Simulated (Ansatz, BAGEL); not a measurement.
## C5H6 (Bicyclo[2.1.0]pent-2-ene): the vertical energy of the triplet above the singlet from total energies

The species is C5H6 (11 atoms), meant as a singlet with charge 0. As SMILES, `C1=CC2CC12`. Geometry: relaxed at PBE0-D4/def2-TZVP.

Both states at this one shape; open shells run unrestricted unless said. 1 Eh = 27.2114 eV.

```tsv
level	program	singlet C5H6 (Eh)	triplet C5H6 (Eh)
HF/cc-pVDZ (density fitting with tzvpp-jkfit), open shells restricted	BAGEL	-192.726331	-192.615543
wB97X/6-31G* (spherical functions)	Ansatz	-193.974805	-193.841282
PBE-QIDH/6-31G* (spherical functions), 5 core orbitals frozen	Ansatz	-193.696011	-193.562854
```

**Question.** Work out the vertical gap, second state less first, at each level.

**Answer.** 
1. HF/cc-pVDZ (density fitting with tzvpp-jkfit), open shells restricted: -192.615543 − (-192.726331) = 0.110788 Eh = 3.01 eV.
2. wB97X/6-31G* (spherical functions): -193.841282 − (-193.974805) = 0.133523 Eh = 3.63 eV.
3. PBE-QIDH/6-31G* (spherical functions): -193.562854 − (-193.696011) = 0.133157 Eh = 3.62 eV.

No measured value is set beside it here; the levels span 3.01 to 3.63 eV. Hartree–Fock favours the state with fewer electron pairs, since it lacks pair correlation.
